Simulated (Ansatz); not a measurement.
C₃⁺. Total charge 1; doublet. Geometry r2SCAN-D4/def2-TZVP, that of the neutral singlet.

```xyz
3

C     0.000    0.000    0.000
C    -0.898   -0.280    0.886
C     0.898    0.280   -0.886
```

At PBE0-D4/def2-TZVP the charge 1 doublet is spin-contaminated (final ⟨S²⟩ up to 0.97, 0.75 for a pure state). The structure comes from a short search, and lower isomers may exist.

Task: Estimate the α-spin orbital energies around the gap (eV) in Ansatz with PBE-D4/def2-TZVP, r2SCAN-D4/def2-TZVP, PBE0-D4/def2-TZVP.

Result: 
```tsv
orbital	PBE-D4/def2-TZVP	r2SCAN-D4/def2-TZVP	PBE0-D4/def2-TZVP
HOMO−5	-29.45	-30.52	-32.11
HOMO−4	-26.74	-27.59	-28.90
HOMO−3	-17.88	-18.55	-21.44
HOMO−2	-17.60	-17.77	-18.89
HOMO−1	-17.60	-17.77	-18.89
HOMO	-17.10	-17.72	-17.17
LUMO	-13.80	-13.71	-12.68
LUMO+1	-13.80	-13.71	-12.68
LUMO+2	-7.42	-6.93	-5.73
LUMO+3	-7.42	-6.93	-5.73
LUMO+4	-4.32	-3.37	-3.48
LUMO+5	-1.42	0.04	-1.05
β HOMO	-16.42	-16.53	-17.24
β LUMO	-15.54	-15.47	-13.99
```
